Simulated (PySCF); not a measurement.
## How methods differ on the ionisation energy of Al

Al [Ne] 3s2 3p1 (2P) → Al⁺ [Ne] 3s2 (1S), as a difference of total energies. Computed with PySCF 2.14 in def2-TZVP, with no relativity, point nucleus. Correlated levels: valence: [Ne] frozen. The calculations carry no spin-orbit coupling.

```csv
method,ionisation energy (eV),error (eV)
UHF,5.595,-0.382
M06-2X,5.749,-0.228
PBE0,6.083,+0.106
MP2 (valence),5.805,-0.172
SCS-MP2 (valence),5.789,-0.188
CCSD (valence),5.895,-0.082
CCSD(T) (valence),5.925,-0.052
```

Reference: 5.977 eV (measured; NIST levels, between the centres of gravity of the two terms).

Errors of the correlated levels include the incompleteness of this basis and the frozen core.
